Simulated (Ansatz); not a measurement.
```
atom    x (Å)   y (Å)   z (Å)
   F   0.7100  0.0000  3.8000
   F  -0.7100  0.0000  3.8000
   F   0.7100  0.0000  0.0000
   F  -0.7100  0.0000  0.0000
```

RHF on singlet F₄ in separate pieces was run in several spherical basis sets with Ansatz (development build ahead of 0.2.0).

Q: Rank the basis sets by the total energy that they give, lowest first, with the distance from the lowest.
A. def2-SVP
B. 6-31G
C. cc-pVDZ

A: C (0.00 eV), B (2.11 eV), A (9.75 eV).

Totals follow the description of the cores as much as that of the bonds, so this order isn't one of quality for chemistry.
